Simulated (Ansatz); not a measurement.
A made-up structure of AlBH3, doublet:

B1  (0.543, -0.996, 0.606)
Al2  (-0.316, 0.581, -0.353)
H3  (1.044, -1.917, 1.166)
H4  (0.762, -1.224, 1.712)
H5  (0.629, 1.658, -1.035)
(Å)

It is relaxed with PBE-D4/def2-SVP and then PBE0-D4/def2-TZVP (Ansatz 0.2.0). Atoms count as bonded within 1.22 times the sum of their covalent radii (H–H: 0.88 Å). The end point is not checked to be a true minimum.

Q: Does its bonding change? (Judge from chemistry; the calculation decides.)

A: Computed: No: no bond forms or breaks.

Where it ends: The first stage lowers the energy by 2.84 eV in 11 steps. It ends as AlBH₃ ([BH2][AlH]):
```xyz
5
angstrom
B 0.6491 -1.0621 0.9637
Al 0.3784 0.4798 -0.2719
H 0.7802 -2.1621 0.5111
H 0.6653 -0.8665 2.1443
H 0.1892 1.7126 -1.2523
```

Labels in which every atom is bracketed show which atoms are joined, not bond orders.

For scale, one of the runs: PBE0-D4/def2-TZVP relaxation, 86 basis functions, launched by `ansatz run in.yaml --threads 2 --pin off --events-out ev --progress --plain --max-ram 4352MiB`. The run took about 8.5 s on 2 CPU threads of an Intel Xeon Platinum 8259CL (shared host).
